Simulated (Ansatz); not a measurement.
# Si2H4S (SMILES [SiH2]1[SiH2]S1): one structure at several levels

The task here is to estimate one member of a computed series from the others.

Method: single points in def2-TZVPP; program: Ansatz 0.2.0, Gaussian basis.

Cores are frozen in the correlated methods.

### Where the work starts

SMILES `[SiH2]1[SiH2]S1`, 7 atoms, charge 0, spin multiplicity 1.

Atoms are counted from 1 here; the program's logs count them from 0.

Bond lengths: Si1–Si2 2.249 Å, Si1–S3 2.289 Å, Si1–H4 1.504 Å, Si1–H5 1.461 Å, Si2–S3 2.140 Å, Si2–H6 1.556 Å, Si2–H7 1.429 Å. Angles: Si2–Si1–S3 56.3°, Si2–Si1–H4 122.9°, Si2–Si1–H5 123.4°, S3–Si1–H4 109.0°, S3–Si1–H5 115.9°, H4–Si1–H5 112.7°, Si1–Si2–S3 62.8°, Si1–Si2–H6 120.8°, Si1–Si2–H7 128.4°, S3–Si2–H6 107.5°, S3–Si2–H7 117.7°, H6–Si2–H7 108.3°, Si1–S3–Si2 60.9°.

Coordinates:

```xyz
7
charge 0, multiplicity 1
Si   -0.93990   -0.12170   -0.69570
Si    0.84300    0.43890    0.55500
S     0.52620   -1.64420    0.18360
H    -2.30460   -0.36250   -0.11030
H    -0.96150   -0.02400   -2.15360
H     0.69980    0.66850    2.08760
H     2.08260    1.00740    0.12920
```

Set-up of the first run:

File run/in.yaml:

```yaml
crystal:
  periodic: [false, false, false]
  atoms:
    - {symbol: Si, position_ang: [-0.939900, -0.121700, -0.695700]}
    - {symbol: Si, position_ang: [0.843000, 0.438900, 0.555000]}
    - {symbol: S, position_ang: [0.526200, -1.644200, 0.183600]}
    - {symbol: H, position_ang: [-2.304600, -0.362500, -0.110300]}
    - {symbol: H, position_ang: [-0.961500, -0.024000, -2.153600]}
    - {symbol: H, position_ang: [0.699800, 0.668500, 2.087600]}
    - {symbol: H, position_ang: [2.082600, 1.007400, 0.129200]}
basis:
  gaussian: {orbitals: def2-TZVPP}
correlation: {method: ccsd_t}
output: {forces: true}
```

No record of the launch command was kept for these runs.

Among the steps run: CCSD(T)/def2-TZVPP; PBE0-D4/def2-TZVPP; wB97M-V/def2-TZVPP; r2SCAN-D4/def2-TZVPP; PBE-D4/def2-TZVPP; wB97X-V/def2-TZVPP; BHLYP-D4/def2-TZVPP.

One table of the session follows, with a row left open; its other results are not shown here.

```
   method  RMS force component (eV/Å)  angle to CCSD(T) forces (°)  dipole (D)
  CCSD(T)                       0.750                    reference        2.01
  PBE0-D4                       0.780                          9.0        2.01
  wB97M-V                           ?                            ?           ?
r2SCAN-D4                       0.760                          7.3        1.94
   PBE-D4                       0.725                         11.4        1.81
  wB97X-V                       0.812                          9.7        2.20
 BHLYP-D4                       0.803                          8.6        2.28
```

Estimate the missing values for wB97M-V.

**Answer.** RMS force component (eV/Å): 0.780; angle to CCSD(T) forces (°): 7.0; dipole (D): 2.13.
